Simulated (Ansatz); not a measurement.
Cubic anti-perovskite Sr3SbN (cell taken from a computed entry) was calculated with HSE06 (PAW; Ansatz, a program for electronic structure).

Input:

Ansatz 0.2 input:
```yaml
crystal:
  lattice:
    - [5.1315535127, 0.0, 0.0]
    - [0.0, 5.1315535127, 0.0]
    - [0.0, 0.0, 5.1315535127]
  atoms:
    - { symbol: Sr, position: [0.0, 0.5, 0.5] }
    - { symbol: Sr, position: [0.5, 0.0, 0.5] }
    - { symbol: Sr, position: [0.5, 0.5, 0.0] }
    - { symbol: Sb, position: [0.0, 0.0, 0.0] }
    - { symbol: N, position: [0.5, 0.5, 0.5] }
basis:
  ecutwfc: 460
  ecutrho_ratio: 4
  xc_grid: 2
kpoints:
  mp_grid: { grid: [4, 4, 4] }
hamiltonian:
  xc: hse06
  dispersion: none
  pseudopotentials: { kind: paw }
scf:
  occupations: { method: fermi_dirac, width: 0.01 }
  convergence: { dr2_threshold: 0.0000000005 }
output:
  forces: true
  stress: true
  eigenvalues: true
```

Output (set-up and result lines):

```
WARN output.stress: scf.exx.energy_threshold = 1e-6 eV is looser than the 5e-8 eV advised for a stress under a hybrid functional (1e-8 eV for each atom of the …
Crystal: 5 atoms, lattice volume = 135.128 Å³
Basis set: ecut = 460 eV, 2969 PW (Γ), exchange–correlation on 72×72×72 points (8 copies of the dense FFT grid, shifted against one another)
Bands: 30, of which v1, the nominal top of the filled ones, is band 25 counted from 1 (24 counted from 0)
Symmetry: 48 space group operations
Space group: Pm-3m (ITA 221), of the structure as read, at distance tolerance 5.1e-5 Å
k-points: 10 of 64
SCF iter   1: F=—  HF=-17505.731125 eV  |F-HF|=—  |Δ(HF+E_count)|=         —  Δρ=1.36e-3  dr2=5.85e-3
SCF iter   2: F=—  HF=-17505.731987 eV  |F-HF|=—  |Δ(HF+E_count)|=   8.62e-4  Δρ=7.30e-4  dr2=4.50e-4
  ...
Crystal: 5 atoms, lattice volume = 135.128 Å³
Initial density: handed on by an earlier stage of this run
Crystal: 5 atoms, lattice volume = 135.128 Å³
SCF iter   5: F=—  HF=-17517.832597 eV  |F-HF|=—  |Δ(HF+E_count)|=   4.32e-9  Δρ=1.54e-6  dr2=4.61e-9
SCF iter   6: F=-17517.832597 eV  HF=-17517.832597 eV  |F-HF|=2.91e-11  |Δ(HF+E_count)|=   1.04e-9  Δρ=1.53e-7  dr2=5.87e-11
SCF 3 converged in 6 iterations: F = -17517.832597 eV  dr2 = 5.87e-11
Free energy (F): -17517.832597 eV
Internal energy: -17517.832597 eV  (E = F + TS)
E sigma→0 (E₀):  -17517.832597 eV
Fermi energy:    8.904860 eV
--- Forces (eV/Å), atoms counted from 1 ---
  atom   1  Sr     0.00000000    -0.00000000     0.00000000
  atom   2  Sr    -0.00000000    -0.00000000     0.00000000
  atom   3  Sr    -0.00000000    -0.00000000     0.00000000
  atom   4  Sb    -0.00000000    -0.00000000    -0.00000000
  atom   5  N      0.00000000    -0.00000000    -0.00000000
--- Stress (GPa, compression-positive) ---
        1.456169       0.000000       0.000000
        0.000000       1.456169       0.000000
        0.000000       0.000000       1.456169
  P = ⅓ Tr σ = 1.4562 GPa (14.562 kbar)
```

The PAW data were made under PBE.

Note: cell and atoms aren't relaxed at this level (pressure 1.5 GPa). Note: this cell isn't known to be the ambient phase, and symmetry holds it in the calculation.

The result took about 2.1 core-minutes (a rough figure).
